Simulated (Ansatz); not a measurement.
The cluster Li₂H₂, relaxed as a singlet with RKS PBE-D4/def2-TZVP in Ansatz, starting from the GFN1-xTB geometry. Force threshold 0.02 eV/Å.

The structure comes from a short search, and lower isomers may exist.

Start:

| atom | x (Å) | y (Å) | z (Å) |
| --- | --- | --- | --- |
| Li1 | -0.7135 | -0.7638 | 0.3871 |
| Li2 | 0.7100 | 0.7670 | -0.3888 |
| H3 | 0.2986 | 0.3552 | 1.2432 |
| H4 | -0.2951 | -0.3584 | -1.2415 |

(1) Estimate the energy that the relaxation releases and the steps that it takes.

(2) Does the start keep its bonding and symmetry?

(3) Predict the relaxed structure.

Answers

(1) 0.00 eV, in 4 steps; 0.9 s on 4 threads of Arm Neoverse V1 on a shared host. No frequencies were taken in this run, so the end may be a saddle point.

(2) By distances, no bond broke or formed. The bond that changes most is Li1–H4, from 1.73 to 1.75 Å (atoms count from 1). Point group D2h at the start, D2h at the end, both within 0.05 Å; within 0.015 Å the end is C2v.

(3) 
```xyz
4

Li   -0.7332   -0.7785    0.3981
Li    0.7232    0.7876   -0.3982
H     0.3003    0.3506    1.2390
H    -0.2903   -0.3597   -1.2389
```
Bond lengths (bridged metal pairs left out): 4 × H–Li 1.75 Å.
